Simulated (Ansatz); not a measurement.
A made-up structure of CH₃MgS (charge -1), closed shell:

```xyz
6
angstrom
C -0.5910 0.4945 -0.4084
Mg 0.8542 -0.7165 0.5903
S 2.3460 -1.9634 1.6211
H 1.1767 -1.0620 2.2441
H -0.1809 0.9635 -1.3122
H -0.9594 1.3070 0.2314
```

It is relaxed with PBE-D4/def2-SVPD and then PBE0-D4/def2-TZVPD (Ansatz 0.2.0). Atoms count as bonded within 1.22 times the sum of their covalent radii (H–H: 0.88 Å). The end point is not checked to be a true minimum.

(1) Does its bonding change? (Judge from chemistry; the calculation decides.)

## Answers

(1) By the calculation: Yes. Formed: none; broken: Mg2–H4.

Where it ends: The first stage lowers the energy by 1.35 eV in 12 steps. It ends as CH₃MgS ([CH2][Mg][SH]), total charge -1:
C1  (-0.545, 0.601, -0.606)
Mg2  (0.627, -0.367, 0.691)
S3  (1.755, -2.184, 1.775)
H4  (2.349, -1.381, 2.672)
H5  (-0.077, 1.279, -1.334)
H6  (-1.464, 1.075, -0.232)
(Å)

Labels in which every atom is bracketed show which atoms are joined, not bond orders.

For scale, one of the runs: PBE0-D4/def2-TZVPD relaxation, 145 basis functions, launched by `ansatz run in.yaml --threads 2 --pin off --events-out ev --progress --plain --max-ram 4352MiB`. The run took about 18 s on 2 CPU threads of an Arm Neoverse V2 (shared host).
